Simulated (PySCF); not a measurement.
## Static response to an electric field

Species: P3H5.
Structure used (PBE0-D3(BJ)/def2-SVP), in Å, numbered top down from 1:
```
atom  x, y, z in Å
P1     1.6980   -0.1763   -0.1757
P2    -0.0123   -0.5005    1.2455
P3    -1.6075   -0.3563   -0.3290
H4     1.6268    1.2483   -0.0618
H5     2.6824   -0.2633    0.8589
H6     0.0700   -1.9250    1.1209
H7    -1.7179    1.0646   -0.2016
H8    -2.6665   -0.5764    0.6074
```

The species is `PPP` (P3H5).

Level: CAM-B3LYP/def2-SVPD (PySCF), static field, nuclei fixed, core orbitals frozen in the response. The polarisability tensor in these axes (au):

```
x   106.33   2.28   1.47
y     2.28  68.68  -3.98
z     1.47  -3.98  79.01
```

**Question.** Diagonalise the tensor; give its mean and Δα, where Δα² is half the sum of the squared differences of the eigenvalues.

**Answer.** Principal values 67.14, 80.35 and 106.52 au; mean 84.67 au = 12.55 Å³ = 13.96 × 10⁻⁴⁰ C²·m²/J; Δα = 34.71 au (41 % of the mean).

**Question.** What is the dipole moment, and where does it point?

**Answer.** (-0.04, 0.25, 0.54) D, 0.60 D in size, pointing from the negative to the positive side. Measured along this direction, the outermost atoms are P1 and P3 at the negative end and P2 at the positive end.

**Question.** How large is μ²/3kT at 400 K beside α?

**Answer.** In Gaussian units μ²/3kT = 2.17 Å³ against 12.55 Å³, a ratio of 0.17; the Debye molar polarisation (4π/3)N_A(α + μ²/3kT) is 37.1 cm³/mol, leaving out the vibrational part.

**Question.** Form Σ f/ω² (atomic units) for the 6 lowest TDDFT singlets, given as eV and f, and set it beside the mean polarisability, which is this sum over all singlets: 5.24, 0.0550; 5.37, 0.1444; 5.60, 0.0251; 5.72, 0.0141; 6.47, 0.0699; 6.62, 0.0291.

**Answer.** They add up to 7.84 au, 9.3 % of the 84.67 au; the largest single term is 3.71 au, from the state at 5.37 eV. Terms in order: 1.48, 3.71, 0.59, 0.32, 1.24, 0.49 au. Higher excitations give the rest. The strengths listed sum to 0.338.

**Question.** Find the Langevin capture rate constant for NH4+ (18.034 u) meeting this molecule (97.960 u), k = 2.342 × 10⁻⁹ cm³/s × √(α in Å³ / reduced mass in u).

**Answer.** The reduced mass is 15.23 u, so k = 2.13 × 10⁻⁹ cm³/s. The formula leaves out the permanent dipole, which adds to the capture rate.

**Question.** Along which axes do the principal values lie, and how far do the nuclei extend along each?

**Answer.** Largest value along (1.00, 0.06, 0.05), where the nuclei span 5.36 Å; middle along (-0.02, -0.33, 0.94), 2.19 Å; least along (-0.07, 0.94, 0.32), 2.51 Å. The strongest response lies along the longest span, while the other two are in reverse order.

**Question.** Rayleigh depolarisation ratio (linearly polarised light, static tensor)?

**Answer.** ρ = 3Δα²/(45ᾱ² + 4Δα²) = 3614.5/(322619 + 4819.4) = 0.011.

Geometry: PBE0-D3(BJ)/def2-SVP, one conformer, isolated molecule.
